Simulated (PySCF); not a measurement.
Gas-phase reaction: SiHF + 3 SiHF3 = 2 SiH2F + 2 SiF4

Method: PySCF energies plus ideal-gas RRHO corrections (1 bar). † marks an energy on the PBE0/def2-TZVP geometry and frequencies; other levels use their own. MP2 freezes the core. 6-31G* has spherical d functions here. Open shells (unrestricted): SiH2F (multiplicity 2); the rest are closed-shell singlets. B3LYP is the form with VWN-RPA correlation. SiHF, SiH2F: computed as isolated molecules; such fragments, hydroxides, amides, oligomers or adducts are transient or little studied in the gas. MP2 isn't extrapolated to the basis-set limit; its ΔH°(298 K) is 154.3 kJ in def2-SVP and 157.2 kJ in def2-TZVPP. The harmonic model lacks anharmonicity and excited electronic states, which grow with temperature; levels with a mode under 35 cm⁻¹ are left out.

| level | ΔE electronic, kJ | ΔH°(298 K), kJ | ΔS°(298 K), J/K | ΔG°(800 K), kJ |
|---|---|---|---|---|
| B3LYP/6-31G* | 170 | 165 | -5 | 167 |
| B3LYP/def2-TZVP† | 167 | 163 | -6 | 166 |
| HF/6-31G* | 112 | 106 | -5 | 109 |
| MP2/def2-SVP† | 158 | 154 | -6 | 158 |
| PBE/def2-SVP | 156 | 152 | -5 | 155 |
| PBE0/def2-SVP† | 150 | 145 | -6 | 149 |
ΔH° is lowest at HF/6-31G* and highest at B3LYP/6-31G*. No reference value is set beside these.
